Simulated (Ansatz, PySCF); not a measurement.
Gas-phase enthalpy of formation at 298 K, by the atomisation route, of [CH]=O (SMILES; CHO). Structures are relaxed separately at B3LYP-D3(BJ)/def2-TZVP in Ansatz (a program for electronic structure). Cores are frozen in the correlated levels unless marked. UHF or UKS for open shells. No spin-orbit coupling. Non-relativistic. CBS(X,Y): correlation extrapolated as X^-3; Hartree-Fock from the larger set. Thermal terms are rigid-rotor harmonic-oscillator values from B3LYP-D3(BJ) frequencies (PySCF) at 298.15 K and 1 atm. 1 Eh = 627.5095 kcal/mol.

```tsv
species	count	E, CCSD(T)/CBS(aug-cc-pVTZ,aug-cc-pVQZ) (Ansatz) (Eh)	E, PBE/def2-TZVPD (Ansatz) (Eh)	measured ΔHf at 0 K (kcal/mol)	H(298) - H(0) of the element (kcal/mol)
[CH]=O	1	-113.73641	-113.77605	-	-
C atom	1	-37.78944	-37.79605	169.98	0.25
H atom	1	-0.49995	-0.49962	51.63	1.01
O atom	1	-75.00379	-75.01069	58.99	1.04
```

Molecule: zero-point energy 8.13, H(298) - H(0) 2.39 kcal/mol. The route leaves out scalar relativity and anharmonic zero-point terms, the atoms' spin-orbit terms, and in the frozen-core level the core correlation. Atomic data: G2/97 table in ASE.

Task: Work out De, D0 and ΔHf at 0 and 298 K at both levels, and their errors against the measured value.

Result: 
The atoms' values sum to 280.60 (0 K) and 2.30 (thermal), in kcal/mol.
- CCSD(T)/CBS(aug-cc-pVTZ,aug-cc-pVQZ): De = 278.13; D0 = 278.13 - 8.13 = 270.00; ΔHf(0 K) = 280.60 - 270.00 = 10.60; ΔHf(298 K) = 10.60 + 2.39 - 2.30 = 10.69; error +0.7.
- PBE/def2-TZVPD: De = 294.73; D0 = 294.73 - 8.13 = 286.60; ΔHf(0 K) = 280.60 - 286.60 = -6.00; ΔHf(298 K) = -6.00 + 2.39 - 2.30 = -5.91; error -15.9.
Measured: 10.0 kcal/mol (G2/97 table in ASE (Curtiss et al.)). This is an older compilation, not checked against later work.
